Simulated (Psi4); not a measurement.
# CAM-B3LYP/def2-SVP run of C2H2Cl2F2 (1,1-dichloro-2,2-difluoroethane)

Aim: the energy change on altering one bond length of C2H2Cl2F2 (1,1-dichloro-2,2-difluoroethane) at CAM-B3LYP/def2-SVP, from 2 runs. 

The calculation is run with Psi4 1.11.

## (1) Starting point

The species is C2H2Cl2F2 (8 atoms), meant as a singlet with charge 0. As SMILES, `FC(F)C(Cl)Cl`. The shape is that of a PBE0-D4/def2-TZVP optimisation. This is one conformer, not always the lowest.

Bond lengths: F1–C2 1.348 Å, C2–F3 1.348 Å, C2–C4 1.524 Å, C4–Cl5 1.761 Å, C4–Cl6 1.761 Å, C2–H7 1.094 Å, C4–H8 1.089 Å. Some angles: F1–C2–F3 107.5°, F1–C2–C4 109.1°, F3–C2–C4 109.1°, C2–C4–Cl5 109.4°, C2–C4–Cl6 109.4°, Cl5–C4–Cl6 111.6°, F1–C2–H7 109.5°, F3–C2–H7 109.5°, C4–C2–H7 112.2°, C2–C4–H8 109.8°.

## (2) The energy at CAM-B3LYP/def2-SVP

The input, job.py:

```python
import psi4

psi4.set_memory('2200 MB')
psi4.set_num_threads(1)
psi4.core.set_output_file('c2h2cl2f2.out', False)

m = psi4.geometry("""
0 1
F      0.408370    -1.137320     1.314790
C      0.672870    -0.311460     0.282290
F      1.286580    -1.040250    -0.671770
C     -0.639670     0.230610    -0.271540
Cl    -0.309580     1.248420    -1.669870
Cl    -1.486960     1.117430     0.991650
H      1.340900     0.487530     0.616660
H     -1.272520    -0.594960    -0.592210
symmetry c1
no_reorient
no_com
""")

psi4.set_options({
    'basis': 'def2-SVP',
    'puream': True,
    'e_convergence': 1e-09,
    'd_convergence': 1e-08,
    'scf_type': 'pk',
    'dft_radial_points': 99,
    'dft_spherical_points': 590,
})

e, wfn = psi4.energy("cam-b3lyp", return_wfn=True)
print('E =', round(e, 9))
```

Launch:

```bash
python job.py
```

c2h2cl2f2.out, shortened:

```text
[...]
  Running in c1 symmetry.
[...]
  Nuclear repulsion =  380.494885379981667
[...]
  Multiplicity = 1
[...]
  Nalpha       = 33
  Nbeta        = 33
[...]
    Number of basis functions: 102
[...]
   @RKS iter   1: -1196.87665771705588   -1.06530e-01   3.60458e-03 DIIS/ADIIS
[...]
   @RKS iter  11: -1196.92618578003635   -7.95808e-12   5.22427e-09 DIIS
[...]
    Orbital Energies [Eh]
    ---------------------
    Doubly Occupied:
       1A   -101.593629     2A   -101.593585     3A    -24.786932
       4A    -24.786857     5A    -10.444791     6A    -10.389987
       7A     -9.549742     8A     -9.549705     9A     -7.320321
      10A     -7.320302    11A     -7.309337    12A     -7.309321
      13A     -7.309144    14A     -7.309135    15A     -1.342173
      16A     -1.275678    17A     -1.012680    18A     -0.920612
      19A     -0.821315    20A     -0.726124    21A     -0.655249
      22A     -0.638397    23A     -0.615808    24A     -0.553148
      25A     -0.533929    26A     -0.504805    27A     -0.501394
      28A     -0.486157    29A     -0.448340    30A     -0.403204
      31A     -0.400808    32A     -0.378408    33A     -0.376873
[...]
  @RKS Final Energy: -1196.92618578003635
   => Energetics <=
    Nuclear Repulsion Energy =            380.4948853799816675
    One-Electron Energy =               -2410.0761390619709346
    Two-Electron Energy =                 899.9459154197378439
    DFT Exchange-Correlation Energy =     -67.2908475177850391
    Empirical Dispersion Energy =           0.0000000000000000
    VV10 Nonlocal Energy =                  0.0000000000000000
    Total Energy =                      -1196.9261857800365760
[...]
 Multipole Moments:
 ------------------------------------------------------------------------------------
     Multipole            Electronic (a.u.)      Nuclear  (a.u.)        Total (a.u.)
 ------------------------------------------------------------------------------------
 L = 1.  Multiply by 2.5417464519 to convert [e a0] to [Debye]
 Dipole X            :         28.3101386          -28.3818912           -0.0717526
 Dipole Y            :        -37.7216852           37.8489277            0.1272425
 Dipole Z            :         10.6581757          -10.6837745           -0.0255988
 Magnitude           :                                                    0.1483051
[...]
```

On the terminal:

```text
E = -1196.92618578
```

It took 28 s on 1 thread of Intel Xeon Platinum 8259CL at 2.50GHz (Skylake/Cascade Lake), shared host; peak memory 1 GiB.

## (3) The distorted shape at the same level

The input, c2h2cl2f2.inp:

```
memory 2200 MB

molecule {
  0 1
  F      0.012269    -2.358669     2.992755
  C      0.276769    -1.532809     1.960255
  F      0.890479    -2.261599     1.006195
  C     -1.035771    -0.990739     1.406425
  Cl    -0.309580     1.248420    -1.669870
  Cl    -1.883061    -0.103919     2.669615
  H      0.944799    -0.733819     2.294625
  H     -1.668621    -1.816309     1.085755
  symmetry c1
  no_reorient
  no_com
}

set basis def2-SVP
set reference rks
set puream true
set e_convergence 1e-09
set d_convergence 1e-08
set scf_type pk
set dft_radial_points 99
set dft_spherical_points 590

e, wfn = energy("cam-b3lyp", return_wfn=True)
oeprop(wfn, "MAYER_INDICES", "WIBERG_LOWDIN_INDICES", "LOWDIN_CHARGES", title="CAM-B3LYP")
print_variables()
```

Launch:

```bash
psi4 -n 1 c2h2cl2f2.inp c2h2cl2f2.out
```

c2h2cl2f2.out, shortened:

```text
[...]
  Running in c1 symmetry.
[...]
  Nuclear repulsion =  315.052269423299606
[...]
  Multiplicity = 1
[...]
  Nalpha       = 33
  Nbeta        = 33
[...]
    Number of basis functions: 102
[...]
   @RKS iter   1: -1196.52140072706720   -3.39489e-01   4.97011e-03 DIIS/ADIIS
[...]
   @RKS iter  23: -1196.73753951868844   -4.09273e-11   9.53767e-09 DIIS
[...]
    Orbital Energies [Eh]
    ---------------------
    Doubly Occupied:
       1A   -101.665098     2A   -101.523130     3A    -24.817520
       4A    -24.806836     5A    -10.475489     6A    -10.430849
       7A     -9.618723     8A     -9.474032     9A     -7.388476
      10A     -7.380557    11A     -7.377293    12A     -7.245642
      13A     -7.233931    14A     -7.233917    15A     -1.367141
      16A     -1.299591    17A     -1.023941    18A     -0.864472
      19A     -0.804556    20A     -0.755912    21A     -0.678071
      22A     -0.661765    23A     -0.635188    24A     -0.569528
      25A     -0.542397    26A     -0.527252    27A     -0.513704
      28A     -0.474490    29A     -0.470369    30A     -0.433831
      31A     -0.323845    32A     -0.323647    33A     -0.308594
[...]
  @RKS Final Energy: -1196.73753951868844
   => Energetics <=
    Nuclear Repulsion Energy =            315.0522694232996059
    One-Electron Energy =               -2278.7438567747844900
    Two-Electron Energy =                 834.0978699151593219
    DFT Exchange-Correlation Energy =     -67.1438220823628882
    Empirical Dispersion Energy =           0.0000000000000000
    VV10 Nonlocal Energy =                  0.0000000000000000
    Total Energy =                      -1196.7375395186886635
[...]
 Multipole Moments:
 ------------------------------------------------------------------------------------
     Multipole            Electronic (a.u.)      Nuclear  (a.u.)        Total (a.u.)
 ------------------------------------------------------------------------------------
 L = 1.  Multiply by 2.5417464519 to convert [e a0] to [Debye]
 Dipole X            :         64.5492391          -65.0594892           -0.5102501
 Dipole Y            :         74.4858044          -75.2438128           -0.7580085
 Dipole Z            :       -142.9015596          144.6900461            1.7884865
 Magnitude           :                                                    2.0083864
[...]
```

Wall time 45 s (1 thread of Intel Xeon Platinum 8259CL at 2.50GHz (Skylake/Cascade Lake), shared host); peak memory 0.98 GiB.

## (4) What came out

Level: CAM-B3LYP/def2-SVP.

| quantity | value |
| --- | --- |
| first shape: total energy | -1196.92619 Eh |
| first shape: dipole moment | 0.38 D |
| first shape: HOMO energy | -10.26 eV |
| first shape: LUMO energy | 1.66 eV |
| first shape: HOMO–LUMO gap | 11.92 eV |
| distorted shape: total energy | -1196.73754 Eh |
| distorted shape: dipole moment | 5.10 D |
| distorted shape: HOMO energy | -8.40 eV |
| distorted shape: LUMO energy | -5.30 eV |
| distorted shape: HOMO–LUMO gap | 3.09 eV |
| energy change with the C4–Cl5 bond stretched from 1.761 to 3.874 Å | 5.133 eV |

What this shows: One bond (distorted shape) is far stretched, which a spin-restricted single reference describes badly; a broken-symmetry solution may lie lower. With the C4–Cl5 bond stretched from 1.761 to 3.874 Å the energy rises by 5.13 eV (495 kJ/mol). The first shape isn't relaxed at this level, so the change isn't measured from a minimum. A restricted reference can't describe the breaking bond well at this length.
